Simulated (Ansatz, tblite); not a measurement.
# The cluster KBr2−: a ladder of methods and basis sets

Aim: run the singlet of the cluster KBr2− at one geometry on many levels, and compare frontier levels, spin and run time.

Computed with Ansatz 0.2.0, Gaussian basis. Level: as each input shows.

Plan: GFN1-xTB, GFN2-xTB, PBE-D4/def2-TZVPD, r2SCAN-D4/def2-TZVPD, PBE-QIDH/def2-TZVPD, ωB97X-V/def2-TZVPD, CAM-B3LYP-D4/def2-TZVPD, HF/def2-TZVPD, LC-ωPBE/def2-TZVPD, PBE-D4/def2-SVPD, PBE0-D4/def2-SVPD, CCSD(T)/def2-TZVPPD, MP2/def2-TZVPD, RPA/def2-TZVPD.

2 further runs of the same task are left out: 2 that didn't finish.

**1. The structure**

The singlet was relaxed beforehand with PBE0-D4/def2-TZVPD. At that level it is the lowest of the isomers that a small search found.

3 atoms, charge -1, spin multiplicity 1.

Bond lengths: K1–Br2 3.022 Å, K1–Br3 3.020 Å. Angles: Br2–K1–Br3 179.7°.

The ion is computed in the gas phase, without counter-ions or solvent.

PBE0-D4/def2-TZVPD was run before; its log isn't repeated, and its numbers join the tables.

**2. GFN1-xTB**

Tight binding, by tblite at 300 K electronic temperature and without a spin-polarisation term:

```python
tblite.interface.Calculator('GFN1-xTB', numbers, positions, charge=-1, uhf=0).singlepoint()
```

Energy -229.1990 eV, HOMO -5.90 eV, LUMO -1.12 eV; 0.01 s.

**3. GFN2-xTB**

Tight binding, by tblite at 300 K electronic temperature and without a spin-polarisation term:

```python
tblite.interface.Calculator('GFN2-xTB', numbers, positions, charge=-1, uhf=0).singlepoint()
```

Energy -238.1554 eV, HOMO -5.74 eV, LUMO -2.20 eV; 0.008 s.

**4. PBE-D4/def2-TZVPD**

start.molden holds the orbitals of an earlier run on this state, given as this run's starting guess.

in.yaml

```yaml
crystal:
  periodic: [false, false, false]
  atoms:
    - {symbol: K, position_ang: [-0.000242, 0.001912, -0.004401]}
    - {symbol: Br, position_ang: [0.287487, -2.865755, -0.913254]}
    - {symbol: Br, position_ang: [-0.287246, 2.863833, 0.917644]}
basis:
  gaussian: {orbitals: def2-TZVPD, initial_orbitals: start.molden}
total_charge: -1
hamiltonian: {xc: pbe, dispersion: d4}
scf: {omitted_lower_state_checks: [starts]}
output: {orbitals: {seedname: orbitals}}
```

On the command line:

```sh
ansatz run in.yaml --threads 4 --pin off --events-out ev --progress --plain --max-ram 3916MiB
```

After this run come: r2SCAN-D4/def2-TZVPD; PBE-QIDH/def2-TZVPD; ωB97X-V/def2-TZVPD; CAM-B3LYP-D4/def2-TZVPD; HF/def2-TZVPD; LC-ωPBE/def2-TZVPD; PBE-D4/def2-SVPD; PBE0-D4/def2-SVPD; CCSD(T)/def2-TZVPPD; MP2/def2-TZVPD; RPA/def2-TZVPD.

Before running them: what should the planned runs give, taken together? Wanted: gap in def2-TZVPD, named functionals and Hartree-Fock, smallest and largest; correlation energy, CCSD(T)/def2-TZVPPD; correlation energy, MP2/def2-TZVPD; PBE0 total energy, smallest basis above largest.

The runs gave:

```
                                                                   quantity                             value
gap in def2-TZVPD, named functionals and Hartree-Fock, smallest and largest    3.65 eV (PBE-D4), 8.92 eV (HF)
                                    correlation energy, CCSD(T)/def2-TZVPPD                         -20.97 eV
                                         correlation energy, MP2/def2-TZVPD                         -19.83 eV
                            PBE0 total energy, smallest basis above largest  18.80 eV (def2-SVPD, def2-TZVPD)
```

**Reading.** Over the named functionals and Hartree-Fock in def2-TZVPD the gap runs from 3.65 eV (PBE-D4) to 8.92 eV (HF); exact exchange widens it.
